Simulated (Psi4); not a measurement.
**SiPH3Cl (SMILES [PH][SiH2]Cl): UPBE0-1/3/jun-cc-pVTZ (density fitting)**

What is the vertical ionisation energy of SiPH3Cl at UPBE0-1/3/jun-cc-pVTZ (density fitting)? 

Program for the calculation: Psi4 1.11.

2 further runs of the same task are left out: 2 that didn't finish.

## Step 1: The molecule

SiPH3Cl: 6 atoms, total charge 0, spin state doublet. SMILES: `[PH][SiH2]Cl`. The shape is that of a GFN2-xTB optimisation. This is one conformer, not always the lowest.

Bond lengths: P1–Si2 2.228 Å, Si2–Cl3 2.029 Å, P1–H4 1.392 Å, Si2–H5 1.463 Å, Si2–H6 1.459 Å. Angles: P1–Si2–Cl3 110.6°, P1–Si2–H5 112.8°, P1–Si2–H6 108.5°, Cl3–Si2–H5 106.4°, Cl3–Si2–H6 107.9°, Si2–P1–H4 94.2°, H5–Si2–H6 110.6°.

## Step 2: Energy and forces at UPBE0-1/3/jun-cc-pVTZ (density fitting)

Contents of calc.py:

```python
import psi4

psi4.set_memory('1600 MB')
psi4.set_num_threads(1)
psi4.set_output_file('output.dat', False)

molecule = psi4.geometry("""
0 2
P
Si 1 2.228214
Cl 2 2.029307 1 110.6131
H 1 1.392368 2 94.18347 3 58.19507
H 2 1.462575 3 106.36151 4 96.93136
H 2 1.458812 5 110.63555 3 -116.8853
symmetry c1
""")

psi4.set_options({
    'reference': 'uks',
})

energy_value, wavefunction = psi4.gradient('pbe0-13/jun-cc-pVTZ', molecule=molecule, return_wfn=True)
print('gradient / Eh bohr^-1')
print(energy_value.np.round(6))
print(f'energy = {wavefunction.energy():.10f} Eh')
```

Run with:

```
$ python calc.py
```

output.dat:

```text
[...]
  Running in c1 symmetry.
[...]
  Nuclear repulsion =  183.698193168466162
[...]
  Multiplicity = 2
[...]
  Nalpha       = 25
  Nbeta        = 24
[...]
    Number of basis functions: 171
[...]
   @DF-UKS iter   1: -1092.48399495679109   -2.74657e-01   2.14164e-03 DIIS/ADIIS
[...]
   @DF-UKS iter  14: -1092.54056151999271   -8.41283e-12   3.86655e-09 DIIS
[...]
   @S^2 Observed:                7.570968423E-01
[...]
    Orbital Energies [Eh]
    ---------------------
    Alpha Occupied:
       1A   -102.080169     2A    -77.555923     3A    -66.585922
       4A     -9.657823     5A     -7.360799     6A     -7.356176
       7A     -7.355969     8A     -6.734708     9A     -5.464874
      10A     -4.849845    11A     -4.840989    12A     -4.838670
      13A     -3.774919    14A     -3.772290    15A     -3.771702
      16A     -0.892269    17A     -0.698506    18A     -0.568239
      19A     -0.437724    20A     -0.431753    21A     -0.402093
      22A     -0.375242    23A     -0.351986    24A     -0.313707
      25A     -0.292437
    Alpha Virtual:
[...]
  @DF-UKS Final Energy: -1092.54056151999271
   => Energetics <=
    Nuclear Repulsion Energy =            183.6981931684661618
    One-Electron Energy =               -1876.4633678986508585
    Two-Electron Energy =                 649.5362963347664618
    DFT Exchange-Correlation Energy =     -49.3116831245744862
    Empirical Dispersion Energy =           0.0000000000000000
    VV10 Nonlocal Energy =                  0.0000000000000000
    Total Energy =                      -1092.5405615199927070
[...]
 Multipole Moments:
 ------------------------------------------------------------------------------------
     Multipole            Electronic (a.u.)      Nuclear  (a.u.)        Total (a.u.)
 ------------------------------------------------------------------------------------
 L = 1.  Multiply by 2.5417464519 to convert [e a0] to [Debye]
 Dipole X            :          0.8725325           -1.0571897           -0.1846572
 Dipole Y            :         -2.6255739            2.9545888            0.3290149
 Dipole Z            :         -0.7198915            0.6434768           -0.0764147
 Magnitude           :                                                    0.3849524
[...]
  -Total Gradient:
     Atom            X                  Y                   Z
    ------   -----------------  -----------------  -----------------
       1       -0.012163743984    -0.008262074984     0.005449438638
       2        0.002104969701    -0.003433066258     0.005534955976
       3       -0.000623507138     0.013930403710    -0.005020140695
       4        0.011581714449     0.007178357277    -0.000932072880
       5        0.006097237452    -0.005108806442    -0.002094734687
       6       -0.006946864457    -0.004364738407    -0.002983245985
[...]
```

Standard output:

```text
gradient / Eh bohr^-1
[[-0.012164 -0.008262  0.005449]
 [ 0.002105 -0.003433  0.005535]
 [-0.000624  0.01393  -0.00502 ]
 [ 0.011582  0.007178 -0.000932]
 [ 0.006097 -0.005109 -0.002095]
 [-0.006947 -0.004365 -0.002983]]
energy = -1092.5405615200 Eh
```

Run time: 26 s. Hardware: 1 thread of Intel Xeon Platinum 8488C (Sapphire Rapids), shared host; peak memory 0.99 GiB.

## Step 3: The singlet cation, same level

Contents of clh3psi.xyz:

```xyz
6
ClH3PSi
P     -1.339730    -1.164950    -0.165130
Si     0.470670     0.053950     0.283950
Cl    -0.004750     2.023370     0.399910
H     -1.621900    -0.494180    -1.352200
H      1.500480    -0.061210    -0.748210
H      0.995240    -0.356970     1.581680
```

Contents of run_ase.py:

```python
import numpy as np
from ase.calculators.psi4 import Psi4
from ase.io import read

mol = read('clh3psi.xyz')
calc = Psi4(atoms=mol, method='pbe0-13', basis='jun-cc-pVTZ', memory='1600MB', num_threads=1, charge=1, multiplicity=1, label='psi4-calc', reference='uks')
mol.calc = calc

forces = mol.get_forces()
print(f'energy: {mol.get_potential_energy():.6f} eV')
print('forces / eV A^-1')
print(np.round(forces, 5))
```

Run with:

```
$ python run_ase.py
```

psi4-calc.dat, cut to the lines that bear on the results:

```text
[...]
  Running in c1 symmetry.
[...]
  Nuclear repulsion =  183.698200664115490
[...]
  Multiplicity = 1
[...]
  Nalpha       = 24
  Nbeta        = 24
[...]
    Number of basis functions: 171
[...]
   @DF-UKS iter   1: -1092.13989145520122    6.94469e-02   1.80903e-03 DIIS/ADIIS
[...]
   @DF-UKS iter  14: -1092.17962229206000   -7.50333e-12   3.55358e-09 DIIS
[...]
   @S^2 Observed:               -1.563194019E-13
[...]
  @DF-UKS Final Energy: -1092.17962229206000
   => Energetics <=
    Nuclear Repulsion Energy =            183.6982006641154896
    One-Electron Energy =               -1865.2318755051940116
    Two-Electron Energy =                 638.4503125696718371
    DFT Exchange-Correlation Energy =     -49.0962600206535313
    Empirical Dispersion Energy =           0.0000000000000000
    VV10 Nonlocal Energy =                  0.0000000000000000
    Total Energy =                      -1092.1796222920602304
[...]
 Multipole Moments:
 ------------------------------------------------------------------------------------
     Multipole            Electronic (a.u.)      Nuclear  (a.u.)        Total (a.u.)
 ------------------------------------------------------------------------------------
 L = 1.  Multiply by 2.5417464519 to convert [e a0] to [Debye]
 Dipole X            :         -3.0026576            2.3509159           -0.6517417
 Dipole Y            :          0.1460764           -1.9978231           -1.8517467
 Dipole Z            :          0.2148395           -0.8620916           -0.6472520
 Magnitude           :                                                    2.0670434
[...]
  -Total Gradient:
     Atom            X                  Y                   Z
    ------   -----------------  -----------------  -----------------
       1        0.012508173320     0.014386777028    -0.006151458187
       2       -0.029001272737    -0.023665213303    -0.013206659501
       3        0.011309562827     0.002150387669     0.001900337197
       4        0.003625366663    -0.008725910184     0.012430959554
       5       -0.000376871327     0.009885304768     0.011159604261
       6        0.001855918151     0.005985980066    -0.006092996485
[...]
```

Standard output:

```text
energy: -29719.721310 eV
forces / eV A^-1
[[-0.6432  -0.7398   0.31632]
 [ 1.49131  1.21691  0.67911]
 [-0.58156 -0.11058 -0.09772]
 [-0.18642  0.4487  -0.63923]
 [ 0.01938 -0.50832 -0.57385]
 [-0.09544 -0.30781  0.31331]]
```

Wall time 26 s (1 thread of Intel Xeon Platinum 8488C (Sapphire Rapids), shared host); peak memory 1 GiB.

## Step 4: What came out

Level: UPBE0-1/3/jun-cc-pVTZ (density fitting).

| quantity | value |
| --- | --- |
| doublet SiPH3Cl: total energy | -1092.54056 Eh |
| doublet SiPH3Cl: dipole moment | 0.98 D |
| doublet SiPH3Cl: HOMO energy (highest over α and β) | -7.96 eV |
| doublet SiPH3Cl: LUMO energy (lowest over α and β) | -3.38 eV |
| doublet SiPH3Cl: ⟨S²⟩ | 0.757 |
| doublet SiPH3Cl: largest force on an atom | 0.806 eV/Å |
| singlet cation: total energy | -1092.17962 Eh |
| singlet cation: HOMO energy | -14.52 eV |
| singlet cation: LUMO energy | -11.53 eV |
| singlet cation: HOMO–LUMO gap | 2.99 eV |
| singlet cation: largest force on an atom | 2.041 eV/Å |
| vertical ionisation energy (to the singlet cation) | 9.822 eV |

Removing an electron at fixed nuclei costs 9.82 eV (226 kcal/mol). The largest force (doublet SiPH3Cl) is 0.81 eV/Å: the shape isn't a stationary point for this species at this level. Only the singlet of the ionised species was computed; a triplet could lie lower.
